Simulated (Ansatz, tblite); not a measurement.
Removing and adding an electron: SiMe2H2 (C₂H₈Si). Charge 0, multiplicity 1. Geometry: PBE-D4/def2-TZVP. Ansatz, gas phase; energy differences of separate SCF runs; the oxidised species was run as a doublet alone; the reduced species was run as a doublet alone.

```xyz
11

Si    0.3479    0.6427    0.0261
C    -1.3419    0.3822   -0.7632
H    -1.7387    1.3235   -1.1696
H    -2.0631    0.0000   -0.0258
H    -1.2806   -0.3442   -1.5870
C     1.0281   -0.9618    0.7398
H     2.0162   -0.8052    1.1956
H     1.1335   -1.7251   -0.0453
H     0.3564   -1.3609    1.5140
H     0.2396    1.6693    1.1150
H     1.3026    1.1793   -0.9996
```

The xTB rows come from tblite. HOMO above LUMO, or a gap near zero within one spin, warns that the state may not be the lowest or that an electron is smeared out.

Question: Estimate orbital energies and vertical ionisation energies and electron affinities at: GFN1-xTB; GFN2-xTB; PBE-D4/def2-TZVP; PBE-D4/def2-TZVPD; r2SCAN-D4/def2-TZVP; r2SCAN-D4/def2-TZVPD; PBE0-D4/def2-TZVP; PBE0-D4/def2-TZVPD.

Answer: 
| level | −HOMO (eV) | vertical IE (eV) | −LUMO (eV) | vertical EA (eV) | HOMO–LUMO gap (eV) | IE − EA (eV) | remarks |
| --- | --- | --- | --- | --- | --- | --- | --- |
| GFN1-xTB | 11.93 | 14.82 | 4.74 | – | 7.19 | – | – |
| GFN2-xTB | 10.87 | 13.93 | 4.30 | 0.95 | 6.56 | 12.98 | – |
| PBE-D4/def2-TZVP | 7.49 | 10.62 | -0.27 | – | 7.76 | – | gap within one spin near zero (+1 doublet) |
| PBE-D4/def2-TZVPD | 7.50 | – | 0.32 | -1.14 | 7.18 | – | HOMO above zero (-1 doublet) |
| r2SCAN-D4/def2-TZVP | 7.78 | 10.75 | -0.90 | – | 8.68 | – | – |
| r2SCAN-D4/def2-TZVPD | 7.78 | – | -0.43 | -1.33 | 8.21 | – | HOMO above zero (-1 doublet) |
| PBE0-D4/def2-TZVP | 8.80 | 10.93 | -1.05 | – | 9.85 | – | – |
| PBE0-D4/def2-TZVPD | 8.80 | – | -0.31 | -1.29 | 9.12 | – | HOMO above zero (-1 doublet) |

   A HOMO above zero means that the electron is unbound at that level or that self-interaction error raises the level; the energy of removing that electron tells which. Raw xTB energy differences between charge states are shifted by several eV; the methods need an empirical correction for them. A negative affinity means that the extra electron isn't bound; its size then hangs on the basis.
